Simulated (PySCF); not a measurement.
Compound: C4H8.
SMILES with atom numbers: `[CH3:1]/[CH:2]=[CH:3]\[CH3:4]` (hydrogens: H5, H6, H7 on C1; H8 on C2; H9 on C3; H10, H11, H12 on C4)

Geometry (PBE0-D3(BJ)/def2-SVP, Å), atoms numbered from 1 in this order:
```
atom  x, y, z in Å
C1     1.5623   -0.4629    0.1012
C2     0.7046    0.7300   -0.1673
C3    -0.6331    0.7902   -0.1778
C4    -1.5990   -0.3205    0.0763
H5     2.2243   -0.2847    0.9654
H6     2.2231   -0.6733   -0.7567
H7     0.9804   -1.3719    0.3067
H8     1.2469    1.6596   -0.3791
H9    -1.0863    1.7646   -0.3975
H10   -1.1046   -1.2775    0.2927
H11   -2.2574   -0.0817    0.9286
H12   -2.2609   -0.4727   -0.7930
```

Computed with PySCF at CAM-B3LYP/def2-SVPD, non-relativistic, on one gas-phase PBE0-D3(BJ)/def2-SVP geometry that isn't relaxed in the solvent. The solvent is an IEF-PCM continuum (cavity from Bondi-type radii × 1.2), and excitations are vertical TDDFT with non-equilibrium linear response and a frozen core. Specific hydrogen bonds and non-electrostatic terms are outside this model.

Gas-phase singlets (H = HOMO, L = LUMO):

```tsv
state	E (eV)	λ (nm)	f	leading configurations
S1	6.706	185	0.003	H→L 84%, H→L+2 15%
S2	7.354	169	0.018	H→L+2 82%, H→L 14%
S3	7.362	168	0.513	H→L+1 96%
S4	7.700	161	0.000	H→L+3 91%
S5	8.308	149	0.000	H-1→L+1 95%
```

Question: How does the list change in chloroform (ε = 4.711)?

Answer: 
| state | E (eV) | λ (nm) | f | leading configurations | change by rank (eV) |
| --- | --- | --- | --- | --- | --- |
| S1 | 6.718 | 185 | 0.006 | H→L 85%, H→L+2 14% | +0.012 |
| S2 | 7.166 | 173 | 0.629 | H→L+1 97% | -0.188 |
| S3 | 7.443 | 167 | 0.023 | H→L+2 83%, H→L 13% | +0.081 |
| S4 | 7.778 | 159 | 0.000 | H→L+3 91% | +0.078 |
| S5 | 8.250 | 150 | 0.000 | H-1→L+1 96% | -0.058 |

Question: Give the list for water (ε = 78.36), n² = 1.78.

Answer: 
```csv
state,E (eV),λ (nm),f,leading configurations,change by rank (eV)
S1,6.742,184,0.007,"H→L 86%, H→L+2 13%",+0.036
S2,7.211,172,0.604,H→L+1 97%,-0.143
S3,7.494,165,0.023,"H→L+2 84%, H→L 12%",+0.132
S4,7.826,158,0.000,H→L+3 91%,+0.126
S5,8.228,151,0.000,H-1→L+1 96%,-0.080
```

Question: The ground-state energy changes by -0.060 eV from gas to water. By how much does the total energy of gas-phase S2 change?

Answer: E(S2) = E(S0) + excitation energy, so it changes by -0.060 + 0.140 = +0.080 eV: it isn't lowered at all, while the ground state is. This is the vertical state, with the slow part of the continuum still set for S0.

Question: How do the frontier levels move from gas to water?

Answer: 
```
orbital  gas (eV)  solvent (eV)  change (eV)
 LUMO+2      2.21          2.31        +0.10
 LUMO+1      1.84          1.86        +0.02
   LUMO      1.54          1.64        +0.10
   HOMO     -8.22         -8.23        -0.01
 HOMO-1    -10.76        -10.68        +0.08
 HOMO-2    -11.61        -11.50        +0.11
 HOMO-3    -12.24        -12.10        +0.14
```

The HOMO–LUMO gap goes from 9.76 to 9.86 eV.

Cost: about 29 s of CPU time on one thread; the machine was shared, so the figure is rough. This is the whole response run at CAM-B3LYP/def2-SVPD in water, SCF included.
